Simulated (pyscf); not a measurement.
`[CH3][Cl]` + `[Cl][Zn]` [doublet] → `[Cl][CH2][Zn][Cl]` + `[H]` [doublet] (substitution at C; doublet surface; C–H broken, C–Zn formed). PySCF, gas phase, ωB97X-D3(BJ)/def2-SVP geometries. Energies in kJ/mol from the separated reactants.

```
level                   barrier  reaction energy
----------------------  -------  ---------------
ωB97X-D3(BJ)/def2-TZVP      [?]           +147.0
PBE/def2-TZVP             215.6           +154.0
B3LYP-D3(BJ)/def2-TZVP    241.9           +171.7
PBE0-D3(BJ)/def2-TZVP     234.5           +157.2
ωB97M-D3(BJ)/def2-TZVP    255.5           +160.6
HF/def2-TZVP                [?]              [?]
```

### Question
Complete the blanks.

### Answer

- ωB97X-D3(BJ)/def2-TZVP, barrier: 248.2
- HF/def2-TZVP, barrier: 346.2
- HF/def2-TZVP, reaction energy: +187.1

The functionals in the table span 39.9 kJ/mol in this barrier, from PBE to ωB97M-D3(BJ)/def2-TZVP. On the reactant side the descent ends in a complex (not fully relaxed), 21.5 kJ/mol under the separated species and 269.7 kJ/mol under the saddle at ωB97X-D3(BJ)/def2-TZVP. One saddle was located; it need not be the lowest between these sides. The angle at the attacked C is 178°. The term symbol of open-shell Cl–Zn was not checked; spin-orbit terms are left out. Elements up to Kr have no core potential and no relativistic terms here.
